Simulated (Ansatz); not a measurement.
**BCCD(T)/STO-3G run of CHFO (formyl fluoride)**

Aim: the energy change on altering one bond length of CHFO (formyl fluoride) at BCCD(T)/STO-3G, from 2 runs. 

The calculation is run with Ansatz 0.2.0.

62 further runs of the same task are left out: 2 that didn't finish, 60 set aside as unsound or not needed.

### Step 1. The molecule

The species is CHFO (4 atoms), meant as a singlet with charge 0. SMILES: `O=CF`. The coordinates come from a PBE0-D4/def2-TZVP relaxation.

Bond lengths: O1–C2 1.174 Å, C2–F3 1.336 Å, C2–H4 1.097 Å. Angles: O1–C2–F3 122.9°, O1–C2–H4 127.8°, F3–C2–H4 109.3°.

### Step 2. A single-point energy at BCCD(T)/STO-3G

in.yaml

```yaml
crystal:
  periodic: [false, false, false]
  atoms:
    - {symbol: O, position_ang: [-0.889340, 0.201180, 0.827740]}
    - {symbol: C, position_ang: [-0.046400, 0.067520, 0.021620]}
    - {symbol: F, position_ang: [0.585200, -1.091810, -0.181820]}
    - {symbol: H, position_ang: [0.350540, 0.823120, -0.667550]}
basis:
  gaussian:
    orbitals: STO-3G
scf:
  omitted_lower_state_checks: [cluster_reference, increment]
accuracy: high
correlation:
  method: bccd_t
  frozen_orbitals: {C: 1, F: 1, H: 0, O: 1}
```

On the command line:

```
$ ansatz run in.yaml --threads 1 --pin off --max-ram 3480MiB --events-out events.jsonl --progress --plain --runs-dir runs
```

Log, cut to the lines that bear on the results:

```text
Warning: RAYON_NUM_THREADS=1 ignored (pool sized by the plan → 1); use --threads N
Functional definition: HF
  name "HF"
[...]
273 factors; integrals over basis functions are off by at most 4.8e-8 eV
[...]
mean field -5709.68744653 eV, -209.8271434948 hartree, gradient 1.5e-8 eV, S^2 0.000000; 0 other end points of the search recorded, 0 dependent functions left out; unrestricted orbitals would lower it
3 core orbitals not correlated: weight in the atoms' cores, before any rotation towards them, 1.000 or more for the frozen orbitals, at most 0.000 for the correlated occupied ones
reference -5709.68744653 eV, -209.8271434948 hartree; 9, 9 occupied and 4, 4 virtual orbitals, 273 factors
second order -3.56835461 eV of doubles, -0.00000000 eV of singles
cycle   1  -3.84722804 eV  change   -2.8e-1 eV  update   7.9e-2
[...]
cycle  21  -4.11082845 eV  change  -9.9e-11 eV  update  4.1e-10
perturbative correction -0.20150578 eV, -0.0074052008 hartree
Total energy: -5713.99978076 eV, -209.9856188548 hartree
Checks for a lower state left out: cluster_reference, increment
```

Run time: 0.34 s. Hardware: 1 thread of Intel Xeon Platinum 8259CL at 2.50GHz (Skylake/Cascade Lake), shared host.

### Step 3. The distorted shape at the same level

molecule.yaml

```yaml
crystal:
  periodic: [false, false, false]
  atoms:
    - {symbol: O, position_ang: [-0.988585, 0.012261, 1.000050]}
    - {symbol: C, position_ang: [-0.145645, -0.121399, 0.193930]}
    - {symbol: F, position_ang: [0.485955, -1.280729, -0.009510]}
    - {symbol: H, position_ang: [0.350540, 0.823120, -0.667550]}
basis:
  gaussian:
    orbitals: STO-3G
correlation:
  method: bccd_t
  frozen_orbitals: {C: 1, F: 1, H: 0, O: 1}
accuracy: high
scf:
  omitted_lower_state_checks: [cluster_reference, increment]
```

On the command line:

```
$ ansatz run molecule.yaml --threads 1 --pin off --max-ram 3480MiB --events-out events.jsonl --progress --plain --runs-dir runs
```

Log, cut to the lines that bear on the results:

```text
Warning: RAYON_NUM_THREADS=1 ignored (pool sized by the plan → 1); use --threads N
Functional definition: HF
  name "HF"
[...]
273 factors; integrals over basis functions are off by at most 3.0e-8 eV
[...]
mean field -5708.70219943 eV, -209.7909363315 hartree, gradient 1.4e-8 eV, S^2 0.000000; 0 other end points of the search recorded, 0 dependent functions left out; unrestricted orbitals would lower it
3 core orbitals not correlated: weight in the atoms' cores, before any rotation towards them, 1.000 or more for the frozen orbitals, at most 0.000 for the correlated occupied ones
reference -5708.70219943 eV, -209.7909363315 hartree; 9, 9 occupied and 4, 4 virtual orbitals, 273 factors
second order -3.85542923 eV of doubles, -0.00000000 eV of singles
cycle   1  -4.14549375 eV  change   -2.9e-1 eV  update   9.1e-2
[...]
cycle  23  -4.48486754 eV  change  -2.7e-10 eV  update  3.4e-10
perturbative correction -0.24166513 eV, -0.0088810296 hartree
Total energy: -5713.42873209 eV, -209.9646332034 hartree
Checks for a lower state left out: cluster_reference, increment
```

Run time: 0.32 s. Hardware: 1 thread of Intel Xeon Platinum 8259CL at 2.50GHz (Skylake/Cascade Lake), shared host.

### Step 4. Results

Level: BCCD(T)/STO-3G, 3 core orbitals frozen.

| quantity | value |
| --- | --- |
| first shape: total energy | -209.98562 Eh |
| first shape: correlation energy (3 core orbitals frozen) | -158.5 mEh |
| first shape: (T) correction | -7.41 mEh |
| distorted shape: total energy | -209.96463 Eh |
| distorted shape: correlation energy (3 core orbitals frozen) | -173.7 mEh |
| distorted shape: (T) correction | -8.88 mEh |
| energy change with the C2–H4 bond stretched from 1.097 to 1.371 Å | 0.571 eV |

**Reading.** With the C2–H4 bond stretched from 1.097 to 1.371 Å the energy rises by 0.57 eV (13.2 kcal/mol). The first shape isn't relaxed at this level, so the change isn't measured from a minimum. The minimal basis adds a large error of its own. The restricted solution (first shape) is unstable to spin breaking: an unrestricted one lies lower. The triples (first shape) make up 4.7 % of the correlation energy. The restricted solution (distorted shape) is unstable to spin breaking: an unrestricted one lies lower. The triples (distorted shape) make up 5.1 % of the correlation energy.
